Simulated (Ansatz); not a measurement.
```yaml
crystal:
  periodic: [false, false, false]
  atoms:
    - {symbol: Ni, position_ang: [-0.008268, -0.001111, -0.000011]}
    - {symbol: F, position_ang: [1.728603, 0.015544, 0.002641]}
    - {symbol: F, position_ang: [-0.862148, 1.499595, -0.003729]}
    - {symbol: F, position_ang: [-0.840912, -1.511709, 0.001122]}
basis:
  gaussian: {orbitals: def2-TZVP}
magnetization: {spin_polarized: true, initial_magnetization: 3}
hamiltonian: {xc: pbe0}
relax: {f_tol: 0.004, max_steps: 80}
```

```sh
$ ansatz run in.yaml --threads 1 --pin off --events-out ev --progress --plain --max-ram 2176MiB
```

Steps of the relaxation (energy above the last step; positions in Å, forces in eV/Å):

```
4
step 1, 4.1 meV
Ni   -0.008   -0.001    0.000    0.121    0.019    0.002
F     1.729    0.016    0.003   -0.330   -0.002   -0.001
F    -0.862    1.500   -0.004    0.112   -0.178    0.000
F    -0.841   -1.512    0.001    0.097    0.160   -0.001
```

```
4
step 2, 3.0 meV
Ni   -0.008   -0.001    0.023    0.050   -0.039   -0.104
F     1.723    0.016   -0.005   -0.184    0.010    0.034
F    -0.859    1.497   -0.011    0.066   -0.086    0.035
F    -0.838   -1.509   -0.007    0.068    0.115    0.035
```

```
4
step 3, 1.3 meV
Ni   -0.008   -0.001    0.011    0.021   -0.021   -0.047
F     1.721    0.016   -0.001   -0.132    0.006    0.015
F    -0.858    1.497   -0.007    0.056   -0.070    0.016
F    -0.838   -1.509   -0.003    0.055    0.086    0.016
```

```
4
step 11, 0.1 meV
Ni   -0.011   -0.012    0.004   -0.030    0.006    0.000
F     1.710    0.032    0.001    0.044    0.003    0.000
F    -0.841    1.495   -0.005   -0.004   -0.001    0.000
F    -0.841   -1.512    0.000   -0.011   -0.008    0.000
```

```
4
step 14, 0.0 meV
Ni   -0.007   -0.015    0.003    0.000    0.011    0.003
F     1.714    0.035    0.002    0.000    0.000   -0.001
F    -0.842    1.491   -0.005    0.003   -0.009   -0.001
F    -0.847   -1.509    0.000   -0.003   -0.002   -0.001
```

```
4
step 18, 0.0 meV
Ni   -0.005   -0.016    0.004   -0.001   -0.001    0.000
F     1.716    0.037    0.001    0.000    0.000    0.000
F    -0.843    1.489   -0.005    0.000    0.000    0.000
F    -0.850   -1.507    0.000    0.001    0.002    0.000
```

Close pairs at the end: Ni1–F4 1.714 Å, Ni1–F3 1.722 Å, Ni1–F2 1.722 Å.

A stationary point of unrestricted PBE0 after 18 steps, with ⟨S²⟩ = 3.758 against 3.75 for a pure state; no frequencies were run, so it isn't proven a minimum. 7.1 min on 1 thread of Intel Xeon Platinum 8559C, shared host.
